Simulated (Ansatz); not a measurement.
Process, species as SMILES: S (H2S) → [SH] (SH) + H atom
B3LYP-D3(BJ)/def2-TZVP geometries, fixed; electronic energies without zero-point terms.

Basis-set convergence of the bond dissociation energy at PBE with Ansatz (a first-principles code). Cartesian d functions, on some or all atoms, in 6-31G*, 6-31+G*, 6-311G**, 6-311+G**; all else is spherical. The program fits the integrals of some runs and decomposes those of others, by size. Open shells are unrestricted. No added dispersion term, no relativity. Functions are those of the species that has most. Reference: the value in aug-cc-pV(5+d)Z, 94.17 kcal/mol. Deviations are taken from unrounded values.

```tsv
basis	functions	bond dissociation energy (kcal/mol)
6-31G*	23	91.66
6-31+G*	27	91.68
def2-SVP	28	92.82
def2-SVPD	43	93.66
pcseg-1	28	92.21
aug-pcseg-1	45	92.64
cc-pV(D+d)Z	33	93.19
aug-cc-pV(D+d)Z	50	93.40
6-311G**	39	92.95
6-311+G**	43	92.84
def2-TZVP	49	93.80
def2-TZVPD	64	93.98
pcseg-2	62	93.86
aug-pcseg-2	96	93.97
cc-pV(T+d)Z	67	94.12
aug-cc-pV(T+d)Z	101	94.10
def2-TZVPP	70	94.18
def2-TZVPPD	85	94.28
cc-pV(Q+d)Z	124	94.16
aug-cc-pV(Q+d)Z	181	94.15
def2-QZVPP	130	94.11
def2-QZVPPD	145	94.15
pcseg-3	130	94.19
aug-pcseg-3	187	94.17
cc-pV(5+d)Z	210	94.15
aug-cc-pV(5+d)Z	296	94.17
```

What the diffuse functions change, pair by pair:
- 6-31G* to 6-31+G*: 4 more functions, deviation -2.51 to -2.50 kcal/mol
- def2-SVP to def2-SVPD: 15 more functions, deviation -1.35 to -0.51 kcal/mol
- pcseg-1 to aug-pcseg-1: 17 more functions, deviation -1.96 to -1.53 kcal/mol
- cc-pV(D+d)Z to aug-cc-pV(D+d)Z: 17 more functions, deviation -0.98 to -0.77 kcal/mol
- 6-311G** to 6-311+G**: 4 more functions, deviation -1.22 to -1.33 kcal/mol
- def2-TZVP to def2-TZVPD: 15 more functions, deviation -0.37 to -0.19 kcal/mol
- pcseg-2 to aug-pcseg-2: 34 more functions, deviation -0.32 to -0.20 kcal/mol
- cc-pV(T+d)Z to aug-cc-pV(T+d)Z: 34 more functions, deviation -0.06 to -0.07 kcal/mol
- def2-TZVPP to def2-TZVPPD: 15 more functions, deviation 0.01 to 0.11 kcal/mol
- cc-pV(Q+d)Z to aug-cc-pV(Q+d)Z: 57 more functions, deviation -0.02 to -0.02 kcal/mol
- def2-QZVPP to def2-QZVPPD: 15 more functions, deviation -0.06 to -0.03 kcal/mol
- pcseg-3 to aug-pcseg-3: 57 more functions, deviation 0.02 to 0.00 kcal/mol
- cc-pV(5+d)Z to aug-cc-pV(5+d)Z: 86 more functions, deviation -0.02 to 0.00 kcal/mol

Leaving out the reference's own pair, they bring the value nearer the reference by more than 0.01 kcal/mol in 8 of 12 pairs.
